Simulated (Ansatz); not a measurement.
Program: Ansatz 0.2.0.

A structure relaxed at PBE0-D4/def2-TZVP, charge 0, multiplicity 1:

Cartesian coordinates in Å:
```
B -1.147 -0.354 0.611
N 0.088 0.590 0.134
C 1.074 -0.098 -0.711
H -1.858 0.358 1.290
H -0.638 -1.260 1.240
H -1.683 -0.727 -0.413
H -0.296 1.388 -0.363
H 0.543 0.961 0.963
H 0.560 -0.481 -1.590
H 1.470 -0.944 -0.151
H 1.886 0.567 -1.010
```

(1) Give its formula and SMILES.

(2) Point group (tolerance 0.08 Å, 0.16 Å for H)?

(3) Summarise the bond lengths by kind.

## Answers

(1) CH8BN, `[BH3-][NH2+]C`.

(2) Cs.

(3) 1 × B–N 1.626 Å; 3 × B–H 1.214 Å; 1 × C–N 1.469 Å; 2 × H–N 1.016 Å; 3 × C–H 1.089 to 1.092 Å.
